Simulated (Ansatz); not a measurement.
**BH4⁺, triplet: vertical spin and charge gaps**

Geometry (PBE0/def2-TZVP stationary point for this spin, not checked as a minimum):

```xyz
5

B     0.0000    0.0000    0.0000
H     0.4725    0.4863    1.0573
H    -0.4858   -0.4709    1.0582
H    -0.4719    0.4714   -1.0643
H     0.4852   -0.4868   -1.0513
```

Basis cc-pVDZ; Ansatz 0.2.0. Only valence electrons are correlated (noble-gas cores frozen). Prefix R: restricted or restricted open-shell reference; prefix U: unrestricted. Active spaces: valence = (6e, 8o) chosen from the atoms' valence shells.

Gaps are energies of the second state less the first, at fixed atoms, for a selection of the levels run; each method lands on the state that its own search finds for that charge and spin.

Coupled cluster chose its determinant by a search with trial CCSD, here up to 0.35 eV above the lowest Hartree–Fock solution of its kind, and MP2 stands on that determinant too. For open shells CISD is restricted-active-space CI with the open shells as a complete middle space.

Quintet less triplet: 12.218 eV at UCCSDT(Q).

```tsv
level	gap (eV)	error (meV)
RMP2	12.411	193
UMP2	12.412	194
RCCSD	12.316	98
BCCD(T)	12.245	27
RCCSDT	12.224	6
UCCSDT	12.224	6
r2SCAN	12.157	-61
PBE0	12.424	206
wB97M-V	12.727	509
RPA-PBE	12.182	-36
```

Singlet less triplet: 0.399 eV at full CI (triplet A2, singlet A2, in C2v).

By full CI's occupations no single determinant describes the singlet well.

```csv
level,gap (eV),error (meV)
CISD,1.132,733
CASSCF (valence space),0.369,-30
NEVPT2 (valence space),0.409,10
MRCISD (valence space),0.400,1
MRCISD+Q (valence space),0.403,4
```

In so small a basis the reference is far from its limit while semilocal and hybrid functionals are nearer theirs (RPA and double hybrids share part of the reference's basis error), so the functionals' errors here hold much of the reference's basis and frozen-core error, which can add to them or hide them.

The reference is named with each gap: full CI where it ran, else the highest cluster level, uncertain by about the last step of the series. The frozen core follows each run's orbitals, which can shift R against U totals by a few meV.
